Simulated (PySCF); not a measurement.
## Calculated properties of isothiazole, `c1cnsc1`

Compound: isothiazole, C₃H₃NS.
Z-matrix (Å and degrees, GFN2-xTB geometry), rows numbered from 1:
```
C 
C   1  1.4094
N   2  1.3054  1  116.01
S   3  1.6287  2  110.99  1     0.01
C   1  1.3640  2  109.66  3    -0.00
H   1  1.0737  2  124.97  3   179.97
H   2  1.0761  1  125.38  3   179.96
H   5  1.0707  1  129.42  2  -179.95
```

Some functional groups and rings: pyridine-type ring nitrogen and aromatic ring with sulfur.

GFN2-xTB geometry:

| Item | Value |
| --- | --- |
| Point group of the GFN2-xTB geometry | Cs |
| Rotational constants A, B, C of the GFN2-xTB geometry | 8.532, 5.813, 3.458 GHz |

From PBE0/pcSseg-1 ground state and GIAO shieldings, non-relativistic (PySCF):

| Item | Value |
| --- | --- |
| Dipole moment | 2.41 D |
| HOMO energy | -7.73 eV |
| LUMO energy | -0.95 eV |
| HOMO–LUMO gap | 6.78 eV |
| Lowest Hirshfeld atomic charge | -0.20 e on N3 |
| Highest Hirshfeld atomic charge | +0.17 e on S4 |
| 13C chemical shifts (computed TMS as zero) by class | 159.9 (C2), 157.9 (C5), 126.5 (C1) ppm |
| 1H chemical shifts (computed TMS as zero) by class | 8.60 (H7), 8.57 (H8), 7.40 (H6) ppm |
| Isotropic shieldings of nuclei other than C and H, by class | -78 (N3), 110 (S4) ppm |
| Mayer bond orders between heavy atoms | C1–C2 1.26, C2–N3 1.59, N3–S4 1.19, S4–C5 1.21, C5–C1 1.55 |

Monoisotopic mass from the formula: 84.9986 u.

The rotational constants make it an asymmetric top with κ = (2B − A − C)/(A − C) = -0.07, midway between the prolate (−1) and oblate (+1) limits. The dipole matches unit charges of opposite sign 0.50 Å apart (1 e·Å = 4.8032 D). With B = h/(8π²I), that is 505.379 GHz u Å² over I, the principal moments of inertia are 59.2, 86.9 and 146.2 u Å² (most abundant isotopes).

Isolated species at its GFN2-xTB geometry, gas phase.

For the NMR shielding job (PBE0/pcSseg-1), on Arm Neoverse N1, one thread, no GPU, shared host, this took 11 s of wall time.
